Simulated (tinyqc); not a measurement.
G0W0 on RHF in the sto-3g basis, for H2O, spin multiplicity 1, step by step. One step of it, computed by the program tinyqc.

Task: G0W0 on Hartree-Fock: HOMO. W(p,q,m) = sqrt2 sum_ia (pq|ia) (X+Y)_ia,m; Sigma_c(x) = sum_(i,m) W^2/(x - e_i + w_m) + sum_(a,m) W^2/(x - e_a - w_m); solve x = e_p + Sigma_c(x) by Newton steps; Z = 1/(1 - dSigma/dx); 1 hartree = 27.211386 eV.

orbital energies (hartree): MO1 -20.282405, MO2 -1.187991, MO3 -0.503006, MO4 -0.433157, MO5 -0.392147, MO6 0.412993, MO7 0.498569

Two-electron integrals over orbitals (pq|rs), unique and non-zero (hartree):
```
(11|11) 4.747783    (21|11) -0.435873   (21|21) 0.063142    (22|11) 1.032374
(22|21) -0.016337   (22|22) 0.728442    (31|11) 0.024132    (31|21) -0.003200
(31|22) 0.001980    (31|31) 0.011074    (32|11) -0.020142   (32|21) 0.001267
(32|22) -0.000585   (32|31) 0.016812    (32|32) 0.123557    (33|11) 0.754825
(33|21) -0.005112   (33|22) 0.605704    (33|31) -0.000362   (33|32) 0.002776
(33|33) 0.579617    (41|11) 0.153092    (41|21) -0.020850   (41|22) 0.010735
(41|31) 0.001627    (41|32) 0.000181    (41|33) 0.005017    (41|41) 0.021780
(42|11) -0.151381   (42|21) 0.007398    (42|22) -0.036212   (42|31) 0.000112
(42|32) 0.003351    (42|33) 0.000457    (42|41) 0.017625    (42|42) 0.128348
(43|11) 0.023306    (43|21) -0.000751   (43|22) 0.010335    (43|31) -0.002389
(43|32) 0.026782    (43|33) 0.011210    (43|41) -0.001308   (43|42) -0.013389
(43|43) 0.060661    (44|11) 0.886620    (44|21) -0.010021   (44|22) 0.644267
(44|31) -0.000120   (44|32) -0.015739   (44|33) 0.549610    (44|41) -0.007022
(44|42) -0.079628   (44|43) 0.002641    (44|44) 0.654672    (51|51) 0.025929
(52|51) 0.033646    (52|52) 0.153805    (53|51) -0.001748   (53|52) -0.006517
(53|53) 0.026231    (54|51) -0.010975   (54|52) -0.041775   (54|53) 0.002972
(54|54) 0.043683    (55|11) 1.115367    (55|21) -0.012384   (55|22) 0.760377
(55|31) 0.000683    (55|32) -0.010682   (55|33) 0.593702    (55|41) 0.004340
(55|42) -0.082790   (55|43) 0.013403    (55|44) 0.662416    (55|55) 0.880159
(61|11) 0.167044    (61|21) -0.025612   (61|22) 0.002306    (61|31) 0.003138
(61|32) 0.002508    (61|33) -0.000887   (61|41) -0.005096   (61|42) -0.020707
(61|43) 0.001163    (61|44) 0.013221    (61|55) 0.004619    (61|61) 0.023250
(62|11) -0.231045   (62|21) 0.005416    (62|22) -0.118022   (62|31) 0.001615
(62|32) 0.012304    (62|33) -0.062381   (62|41) -0.018054   (62|42) -0.040741
(62|43) -0.004435   (62|44) -0.045885   (62|55) -0.124304   (62|61) 0.012729
(62|62) 0.090579    (63|11) 0.063393    (63|21) -0.001269   (63|22) 0.032161
(63|31) -0.002605   (63|32) 0.026978    (63|33) 0.024999    (63|41) 0.000575
(63|42) -0.013753   (63|43) 0.038865    (63|44) 0.009905    (63|55) 0.036263
(63|61) -0.000083   (63|62) -0.015471   (63|63) 0.071458    (64|11) -0.298549
(64|21) 0.004281    (64|22) -0.147441   (64|31) -0.001570   (64|32) -0.011366
(64|33) -0.057231   (64|41) -0.000090   (64|42) 0.060229    (64|43) -0.020488
(64|44) -0.127708   (64|55) -0.168765   (64|61) -0.003329   (64|62) 0.052253
(64|63) -0.037210   (64|64) 0.122490    (65|51) -0.011101   (65|52) -0.044348
(65|53) 0.005432    (65|54) -0.009672   (65|65) 0.032149    (66|11) 0.780504
(66|21) -0.007778   (66|22) 0.586850    (66|31) -0.001258   (66|32) -0.030329
(66|33) 0.535280    (66|41) 0.015287    (66|42) 0.039097    (66|43) -0.028688
(66|44) 0.548955    (66|55) 0.576358    (66|61) -0.008844   (66|62) -0.085472
(66|63) -0.018266   (66|64) -0.050240   (66|66) 0.592152    (71|11) -0.046866
(71|21) 0.007350    (71|22) -0.000120   (71|31) 0.013493    (71|32) 0.020749
(71|33) -0.001161   (71|41) -0.000519   (71|42) 0.002965    (71|43) -0.003279
(71|44) -0.002711   (71|55) -0.001266   (71|61) -0.001732   (71|62) 0.001669
(71|63) -0.003051   (71|64) -0.001181   (71|66) -0.001951   (71|71) 0.018588
(72|11) 0.066760    (72|21) -0.001440   (72|22) 0.034155    (72|31) 0.015215
(72|32) 0.058346    (72|33) 0.008928    (72|41) 0.002768    (72|42) 0.000683
(72|43) -0.027422   (72|44) 0.020506    (72|55) 0.035312    (72|61) 0.001707
(72|62) -0.006026   (72|63) -0.023205   (72|64) -0.016237   (72|66) 0.023011
(72|71) 0.018467    (72|72) 0.072131    (73|11) 0.367983    (73|21) -0.006741
(73|22) 0.172447    (73|31) -0.000282   (73|32) -0.024887   (73|33) 0.086635
(73|41) -0.000195   (73|42) -0.075766   (73|43) -0.003167   (73|44) 0.128237
(73|55) 0.204771    (73|61) 0.004870    (73|62) -0.057456   (73|63) 0.007690
(73|64) -0.106828   (73|66) 0.059880    (73|71) -0.001878   (73|72) 0.021380
(73|73) 0.166419    (74|11) 0.027899    (74|21) -0.000335   (74|22) 0.011383
(74|31) -0.007376   (74|32) -0.066721   (74|33) 0.000743    (74|41) 0.000974
(74|42) 0.001419    (74|43) -0.018881   (74|44) 0.020059    (74|55) 0.015185
(74|61) -0.002272   (74|62) -0.011373   (74|63) -0.050586   (74|64) 0.008220
(74|66) 0.034267    (74|71) -0.009409   (74|72) -0.013767   (74|73) 0.028346
(74|74) 0.068316    (75|51) 0.003094    (75|52) 0.012437    (75|53) 0.023034
(75|54) -0.000711   (75|65) -0.002017   (75|75) 0.025317    (76|11) 0.003267
(76|21) -0.000134   (76|22) -0.002782   (76|31) -0.006155   (76|32) -0.068986
(76|33) -0.004956   (76|41) -0.002414   (76|42) -0.007609   (76|43) -0.059701
(76|44) 0.015605    (76|55) 0.002042    (76|61) 0.000922    (76|62) 0.007469
(76|63) -0.051283   (76|64) 0.020847    (76|66) 0.035387    (76|71) -0.007918
(76|72) 0.001658    (76|73) 0.026974    (76|74) 0.050681    (76|76) 0.089927
(77|11) 0.812406    (77|21) -0.008416   (77|22) 0.598830    (77|31) 0.004014
(77|32) 0.035275    (77|33) 0.572135    (77|41) 0.003939    (77|42) -0.016884
(77|43) 0.031907    (77|44) 0.550956    (77|55) 0.595275    (77|61) 0.002939
(77|62) -0.054711   (77|63) 0.045013    (77|64) -0.065190   (77|66) 0.521964
(77|71) 0.003657    (77|72) 0.014930    (77|73) 0.077913    (77|74) -0.025075
(77|76) -0.038137   (77|77) 0.599548
```

excitation energies w (hartree): 0.866854  0.932087  0.940174  0.955488  1.156048  1.334067  1.793874  1.838928  20.741695  20.818285

X + Y:
```
            1          2          3          4          5          6          7          8
1>6  0.000000   0.000290   0.000000   0.000231   0.000364  -0.001569  -0.002005   0.000553
1>7  0.000000   0.000775   0.000000   0.001070   0.000925   0.000532  -0.001953  -0.002888
2>6  0.000000  -0.021480   0.000000   0.048101  -0.025425   0.289457   0.814861  -0.400313
2>7  0.000000   0.055412   0.000000   0.059947  -0.014289  -0.074451   0.444607   0.846603
3>6  0.000000   0.553889   0.000000   0.476618  -0.590877   0.063923  -0.044003  -0.015559
3>7  0.000000   0.316156   0.000000  -0.337116   0.116162   0.741827  -0.121849   0.112897
4>6  0.000000   0.707890   0.000000  -0.395237   0.222995  -0.337286   0.080731  -0.069453
4>7  0.000000   0.202029   0.000000   0.680442   0.618894   0.072342  -0.028334  -0.006039
5>6  0.962461   0.000000  -0.047774   0.000000   0.000000   0.000000   0.000000   0.000000
5>7  0.052330   0.000000   0.972044   0.000000   0.000000   0.000000   0.000000   0.000000

             9         10
1>6   0.997864  -0.045021
1>7   0.045197   0.998084
2>6   0.000192   0.000016
2>7   0.000040   0.000288
3>6  -0.000002  -0.000026
3>7   0.000045  -0.000019
4>6  -0.000027  -0.000008
4>7  -0.000023  -0.000080
5>6   0.000000   0.000000
5>7   0.000000   0.000000
```

Give: The 12 largest terms at x = e_p; Newton steps; quasiparticle energy of the HOMO; Hartree-Fock value.

Result:

The 12 largest terms at x = e_p (hartree; W for the signs of X + Y given):
```
q  m        W      term
5  6   0.2455    0.0452
5  7  -0.1785    0.0178
5  8   0.1610    0.0141
2  1  -0.0594    0.0021
5  2  -0.0381    0.0016
6  1   0.0436   -0.0011
5  4   0.0303    0.0010
5  5  -0.0328    0.0009
3  3   0.0313    0.0009
7  3   0.0349   -0.0007
2  3   0.0201  2.33e-04
4  1  -0.0132  1.92e-04
```

Newton steps (hartree):
```
step        x  Sigma_c(x)       Z
0     -0.3921      0.0823  0.9447
1     -0.3144      0.0779  0.9498
2     -0.3142      0.0779  0.9498
3     -0.3142      0.0779  0.9498
```

quasiparticle energy of the HOMO = -8.5504 eV

Hartree-Fock value = -10.6709 eV
